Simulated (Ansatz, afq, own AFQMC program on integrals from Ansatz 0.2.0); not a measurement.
# AlSiH, triplet in 6-31G, levels against full CI

```yaml
atoms:
  - { symbol: Si, position_ang: [0.0000, 0.0000, 4.2378] }
  - { symbol: Al, position_ang: [0.0000, 0.0000, -0.4968] }
  - { symbol: H, position_ang: [0.0000, 0.0000, -3.7409] }
```

Connectivity, by distances: Si ··· Al ··· H.

Basis 6-31G. Noble-gas cores (and the filled d shells of Ga–Kr and In–Xe) are frozen. AFQMC by an in-house program on the Cholesky factors that Ansatz 0.2.0 writes for its CCSD(T) run. The CISD trial takes its coefficients from CCSD amplitudes. Released means that phaseless walkers are propagated on without the constraint, phases kept. ± is one standard error of the sampling.

Determinant: UHF, the one that the program's search chose, which needn't be the lowest solution. The geometry is a point of a scan.

Full CI on the same integrals is exact in this basis and with this determinant's frozen core.

Cautions: lower spins were not checked; strong correlation (T1 0.089, weight of the determinant 0.64, largest double 0.36); unrestricted determinant spin contaminated (⟨S²⟩ 2.87 against 2.00); the released energies are still falling, so no released level is given (meV from the phaseless value at times in 1/Eh: -3 ± 4 at 0.24, -9 ± 3 at 0.51, -12 ± 3 at 0.99, -19 ± 3 at 1.62, -22 ± 3 at 2.40).

The T1 diagnostic is 0.0893. The weight of the determinant in the CISD state is 0.636, the ⟨S²⟩ of the determinant is 2.872 and the size of the correlated space is 8 electrons in 18 orbitals.

Reference: full CI, correlation energy -1.854 eV. The cautions show a poor starting determinant, so the rows tell how each method copes with it here, and full CI is the sure value.

```tsv
level	E − E(reference) (kJ/mol)	share of correlation (%)
HF	178.9	0.00
MP2	89.0	50.23
CCSD	6.1	96.57
CCSD(T)	2.7	98.49
CCSDT	0.3	99.86
CCSDT(Q)	0.1	99.96
CCSDTQ	0.0	99.99
ph-AFQMC/CISD	3.0 ± 0.4	98.32
```

CCSDT and higher add their correlation energy to the determinant of the CCSD(T) run, since their own runs factorise the integrals more tightly (a shift of under 2 meV). A walk keeps the symmetry of its determinant, which the program's search chose and which needn't be the lowest solution, so a lower state of the same spin and another symmetry isn't excluded.
